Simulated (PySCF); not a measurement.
PySCF input (PBE/aug-pcseg-2):

```python
import numpy as np, basis_set_exchange as bse
from pyscf import gto, scf, dft, df
from pyscf.prop.nmr import rks as nmr

basis = {'H': gto.basis.parse(bse.get_basis('aug-pcseg-2', elements=['H'], fmt='nwchem')), 'S': gto.basis.parse(bse.get_basis('aug-pcseg-2', elements=['S'], fmt='nwchem'))}
mol = gto.M(
    atom='''
    S     0.00184013    0.00030176    0.10309296
    H    -0.00752722    0.96781232   -0.82771199
    H    -0.02191490   -0.97264043   -0.82177540
    ''',
    basis=basis,
    charge=0,
    verbose=4,
    max_memory=2160,
)
mf = dft.RKS(mol, xc='pbe')
mf.grids.level = 3
mf.conv_tol = 1e-9
mf.max_cycle = 100
print('smallest overlap eigenvalue', np.linalg.eigvalsh(mol.intor('int1e_ovlp'))[0])
mf.kernel()
dip = mf.dip_moment()
n = nmr.NMR(mf)
n.verbose = 2
n.max_cycle_cphf = 60
sigma = n.kernel()
for i, x in enumerate(sigma):
    print(mol.atom_symbol(i), i + 1, round(x.trace() / 3, 3))
```

Output:

```
PySCF version 2.14.0

[INPUT] verbose = 4
[INPUT] num. atoms = 3
[INPUT] num. electrons = 18
[INPUT] charge = 0
[INPUT] spin (= nelec alpha-beta = 2S) = 0
[INPUT] symmetry False subgroup None
[INPUT] Mole.unit = angstrom
[INPUT] Symbol           X                Y                Z      unit          X                Y                Z       unit  Magmom
[INPUT]  1 S      0.001840130000   0.000301760000   0.103092960000 AA    0.003477341734   0.000570243755   0.194817459771 Bohr   0.0
[INPUT]  2 H     -0.007527220000   0.967812320000  -0.827711990000 AA   -0.014224384279   1.828900224780  -1.564148971119 Bohr   0.0
[INPUT]  3 H     -0.021914900000  -0.972640430000  -0.821775400000 AA   -0.041413159047  -1.838024030379  -1.552930441905 Bohr   0.0

nuclear repulsion = 12.885338499588
number of shells = 34
number of NR pGTOs = 133
number of NR cGTOs = 96
basis = {'H': [[0, [75.4732, 0.00427821], [11.3575, 0.0328672], [2.60081, 0.159578], [0.735503, 0.5]], [0, [0.231761, 1.0]], [0, [0.0741675, 1.0]], [0, [0.022307, 1.0]], [1, [1.6, 1.0]], [1, [0.45, 1.0]], [1, [0.066921, 1.0]], [2, [1.25, 1.0]], [2, [0.089229, 1.0]]], 'S': [[0, [134700.0, 0.000226231], [20190.4, 0.00175488], [4595.28, 0.0091419], [1301.09, 0.0373551], [423.902, 0.123121], [152.485, 0.306801], [58.6925, 0.5], [23.1461, 0.354358]], [0, [116.327, -0.0491772], [35.2841, -0.215962], [6.77831, 0.5]], [0, [3.60404, 0.5], [1.64871, 0.366278]], [0, [0.421821, 1.0]], [0, [0.147554, 1.0]], [0, [0.04824, 1.0]], [1, [1048.63, 0.00105273], [248.717, 0.00879338], [79.7887, 0.0453358], [29.6023, 0.154476], [12.0627, 0.352366], [5.07628, 0.5], [2.13375, 0.346429]], [1, [9.28958, -0.0185932], [0.837819, 0.5]], [1, [0.301495, 1.0]], [1, [0.097474, 1.0]], [1, [0.0296, 1.0]], [2, [2.1, 1.0]], [2, [0.48, 1.0]], [2, [0.088799, 1.0]], [3, [0.66, 1.0]], [3, [0.1184, 1.0]]]}
ecp = {}
smallest overlap eigenvalue 0.0003373702216758813

******** <class 'pyscf.dft.rks.RKS'> ********
method = RKS
initial guess = minao
damping factor = 0
level_shift factor = 0
DIIS = <class 'pyscf.scf.diis.CDIIS'>
diis_start_cycle = 1
diis_space = 8
diis_damp = 0
SCF conv_tol = 1e-09
SCF conv_tol_grad = None
SCF max_cycles = 100
direct_scf = True
direct_scf_tol = 1e-13
XC library pyscf.dft.libxc version 7.1.2
    S. Lehtola, C. Steigemann, M. J. T. Oliveira, and M. A. L. Marques,  SoftwareX 7, 1–5 (2018)
XC functionals = pbe
    J. P. Perdew, K. Burke, and M. Ernzerhof,  Phys. Rev. Lett. 77, 3865 (1996)
    J. P. Perdew, K. Burke, and M. Ernzerhof,  Phys. Rev. Lett. 78, 1396 (1997)
    J. P. Perdew, K. Burke, and M. Ernzerhof,  Phys. Rev. Lett. 77, 3865 (1996)
    J. P. Perdew, K. Burke, and M. Ernzerhof,  Phys. Rev. Lett. 78, 1396 (1997)
radial grids:
    Treutler-Ahlrichs [JCP 102, 346 (1995); DOI:10.1063/1.469408] (M4) radial grids

becke partition: Becke, JCP 88, 2547 (1988); DOI:10.1063/1.454033
pruning grids: <function nwchem_prune>
grids dens level: 3
symmetrized grids: False
atomic radii adjust function: <function treutler_atomic_radii_adjust>
small_rho_cutoff = 0
Set gradient conv threshold to 3.16228e-05
Initial guess from minao.
tot grids = 38496
init E= -399.166499460741
  HOMO = -0.280657941715404  LUMO = -0.0418757959458297  gap/eV = 6.49759
cycle= 1 E= -399.22675522541  delta_E= -0.0603  |g|= 0.179  |ddm|=  1.3
  HOMO = -0.189869269174054  LUMO = -0.024379816954038  gap/eV = 4.50320
cycle= 2 E= -399.219942554537  delta_E= 0.00681  |g|= 0.241  |ddm|= 0.455
  HOMO = -0.229057246485851  LUMO = -0.0310358105677819  gap/eV = 5.38844
cycle= 3 E= -399.237774156884  delta_E= -0.0178  |g|= 0.02  |ddm|= 0.27
  HOMO = -0.231989282316306  LUMO = -0.0324684299231577  gap/eV = 5.42924
cycle= 4 E= -399.237827582865  delta_E= -5.34e-05  |g|= 0.00962  |ddm|= 0.0254
  HOMO = -0.231555203395271  LUMO = -0.0320507929491863  gap/eV = 5.42879
cycle= 5 E= -399.23785456263  delta_E= -2.7e-05  |g|= 0.000616  |ddm|= 0.00972
  HOMO = -0.231576523019854  LUMO = -0.0320903047150979  gap/eV = 5.42830
cycle= 6 E= -399.237854691343  delta_E= -1.29e-07  |g|= 3.12e-05  |ddm|= 0.000854
  HOMO = -0.231570689236825  LUMO = -0.0320872198771853  gap/eV = 5.42822
cycle= 7 E= -399.237854691719  delta_E= -3.76e-10  |g|= 2.68e-06  |ddm|= 4.58e-05
  HOMO = -0.231572130405763  LUMO = -0.03208801527443  gap/eV = 5.42824
Extra cycle  E= -399.237854691723  delta_E= -3.92e-12  |g|= 2.53e-06  |ddm|= 6.53e-06
converged SCF energy = -399.237854691723
Dipole moment(X, Y, Z, Debye): -0.01761, -0.00289, -0.98680
S 1 712.855
H 2 30.752
H 3 30.752
```
